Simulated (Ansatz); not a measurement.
The same path of AlClH2 (4 atoms, charge 0, multiplicity 1) was run 3 times with different band settings. Lost on the way: Al1–Cl2, Al1–H3. Made: Cl2–H3.

Computed with Ansatz, RKS revPBE-D4/def2-SVP.

Relaxed end points:

```xyz
4
Properties=species:S:1:pos:R:3
Al 0.458 0.000 0.118
Cl 0.822 0.000 2.214
H 1.726 0.000 -0.845
H -1.060 0.000 -0.362
```

```xyz
4
Properties=species:S:1:pos:R:3
Al 0.074 0.000 -0.917
Cl 1.503 0.000 1.822
H 1.846 0.000 0.526
H -1.476 0.000 -0.307
```

Common settings: movable images 5; climbing image yes; spring 5.0 eV/Å²; optimiser quadratic models (default); start path through a guess of the saddle point; end points relaxed.

| run | force threshold | iteration limit |
| --- | --- | --- |
| 1 | 0.05 eV/Å | 60 |
| 2 | 0.05 eV/Å | 10 |
| 3 | 0.5 eV/Å | 60 |

Task: What does each run give, and how far can it be trusted?

Result: Run 1: converged after 8 iterations, highest image 2.768 eV above the first end. A vibrational analysis at the climbing image gives one clearly imaginary mode, 614i cm⁻¹: a first-order saddle point.
Run 2: converged after 8 iterations, highest image 2.768 eV above the first end. Another band between the same ends (5 images) ends at a top of the same energy, where a vibrational analysis finds 1 clearly imaginary mode.
Run 3: converged after 4 iterations, highest image 2.750 eV above the first end. The threshold of 0.5 eV/Å is loose, so the images may lie well off the minimum-energy path. The order of the stationary point at the top wasn't checked.
The orbitals stay closed-shell, which can raise the energy where a bond breaks towards radicals; this wasn't checked here.
